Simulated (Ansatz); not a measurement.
A made-up structure of CH7AlSi, closed shell:

```tsv
atom	x (Å)	y (Å)	z (Å)
C1	-0.8731	0.7084	-0.4582
Si2	-0.0739	-0.8074	-0.2933
Al3	1.1829	-0.0358	0.8925
H4	-1.4199	0.3263	-0.9886
H5	-0.2834	1.5809	-0.9853
H6	-1.4129	1.1462	0.4925
H7	0.6050	-1.4062	-1.6189
H8	-0.9212	-1.9938	0.3785
H9	0.7310	-0.1031	2.4285
H10	2.4654	0.5846	0.1522
```

It is relaxed with PBE-D4/def2-SVP and then PBE0-D4/def2-TZVP (Ansatz 0.2.0). Atoms count as bonded within 1.22 times the sum of their covalent radii (H–H: 0.88 Å). The end point is not checked to be a true minimum.

Q: Does its bonding change? (A judgement: the text doesn't fix the answer.)

A: Computed: No: no bond forms or breaks.

Where it ends: The first stage lowers the energy by 5.79 eV in 10 steps. It ends as CH₇AlSi ([CH3][SiH2][AlH2]):
C1  (-1.239, 0.702, -0.740)
Si2  (-0.108, -0.745, -0.302)
Al3  (1.683, -0.095, 1.258)
H4  (-2.020, 0.378, -1.432)
H5  (-0.678, 1.508, -1.216)
H6  (-1.724, 1.105, 0.152)
H7  (0.474, -1.294, -1.564)
H8  (-0.939, -1.839, 0.286)
H9  (1.472, -0.175, 2.833)
H10  (3.078, 0.456, 0.724)
(Å)

Labels in which every atom is bracketed show which atoms are joined, not bond orders.

For scale, one of the runs: PBE0-D4/def2-TZVP relaxation, 147 basis functions, launched by `ansatz run in.yaml --threads 2 --pin off --events-out ev --progress --plain --max-ram 4352MiB`. The run took about 13 s on 2 CPU threads of an Arm Neoverse V2 (shared host).
